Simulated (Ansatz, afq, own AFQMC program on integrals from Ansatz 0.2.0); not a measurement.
## O, triplet: AFQMC among the cluster methods

A free O atom.

Basis cc-pVDZ. Noble-gas cores (and the filled d shells of Ga–Kr and In–Xe) are frozen. Ansatz 0.2.0 and our own AFQMC program on the same integrals; the CISD trial comes from CCSD amplitudes, and released means the phaseless constraint is let go. Error bars are statistical, one sigma.

Determinant: UHF, the one that the program's search chose, which needn't be the lowest solution.

Full CI is exact in this basis; its frozen core comes from its own orbitals, which moves totals by up to a few meV.

Cautions: full CI with its own frozen core.

The T1 diagnostic is 0.0033, the weight of the determinant in the CISD state is 0.971 and the ⟨S²⟩ of the determinant is 2.004. The size of the correlated space is 6 electrons in 13 orbitals.

Reference: full CI, correlation energy -3.208 eV. The released energy is read at 1.50 1/Eh (meV from the phaseless value at times in 1/Eh: -1.6 ± 1.4 at 0.24, -2.0 ± 1.2 at 0.50, -2.1 ± 1.5 at 1.00, -0.7 ± 1.1 at 1.50). CCSDTQ lies 2.1 meV below full CI, in part by the other frozen core, which shifts every row alike, so rows that close can't be ranked against it.

```tsv
level	E − E(reference) (kJ/mol)	share of correlation (%)
HF	309.5	0.00
MP2	41.8	86.49
CCSD	2.3	99.27
CCSD(T)	0.3	99.90
CCSDT	0.0	100.00
CCSDT(Q)	-0.2	100.06
CCSDTQ	-0.2	100.06
ph-AFQMC/HF	8.5 ± 1.5	97.25
ph-AFQMC/CISD	-0.1 ± 0.2	100.03
released AFQMC	-0.2 ± 0.1	100.05
```

CCSDT and higher add their correlation energy to the determinant of the CCSD(T) run, since their own runs factorise the integrals more tightly (a shift of under 2 meV). A walk keeps the symmetry of its determinant, which the program's search chose and which needn't be the lowest solution, so a lower state of the same spin and another symmetry isn't excluded. Released energies are given only where the last usable release times agree within the noise; a slower fall can still hide under it.
